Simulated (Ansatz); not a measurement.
Born–Oppenheimer molecular dynamics of C2H2O2S (7 atoms, charge 0, multiplicity 1). It goes on from the last frame of an earlier run, with new velocities.

All numbers below come from Ansatz, RKS PBE0-D4/cc-pVDZ.

```yaml
ensemble: NVT, Langevin thermostat
time_step: 0.5 fs
steps_asked: 150
set_temperature: 300 K
friction: 0.05 /fs
masses: H 10 u
seed: 508111
```

First frame:

```xyz
7
Properties=species:S:1:pos:R:3
S -1.155 -2.428 0.124
C -0.442 -0.941 -0.041
O -0.840 0.217 -0.563
C 0.393 0.852 -0.074
O 0.746 -0.461 0.378
H 0.994 1.309 -0.889
H 0.214 1.582 0.740
```

Q: How far do the bonds stretch over the last three quarters of this one trajectory? (Pairs bonded in most of those frames.)

A: 
```json
{"bond": "S1–C2", "mean (Å)": "1.611", "spread (Å)": "0.020", "shortest": "1.58", "longest": "1.64"}
{"bond": "C2–O3", "mean (Å)": "1.369", "spread (Å)": "0.030", "shortest": "1.31", "longest": "1.43"}
{"bond": "C2–O5", "mean (Å)": "1.362", "spread (Å)": "0.026", "shortest": "1.29", "longest": "1.40"}
{"bond": "O3–C4", "mean (Å)": "1.430", "spread (Å)": "0.019", "shortest": "1.40", "longest": "1.46"}
{"bond": "C4–O5", "mean (Å)": "1.424", "spread (Å)": "0.017", "shortest": "1.40", "longest": "1.45"}
{"bond": "C4–H6", "mean (Å)": "1.093", "spread (Å)": "0.025", "shortest": "1.05", "longest": "1.14"}
{"bond": "C4–H7", "mean (Å)": "1.114", "spread (Å)": "0.024", "shortest": "1.06", "longest": "1.16"}
```

Mean temperature of the second half: 265 K. The mean temperature of the second half is 12 % below the set value. A run of 0.075 ps of so small a system gives no equilibrium averages.

The run took 14 min on 1 thread of Intel(R) Xeon(R) Processor @ 2.50GHz (Skylake/Cascade Lake), with other jobs on the host, peak memory 0.16 GiB.
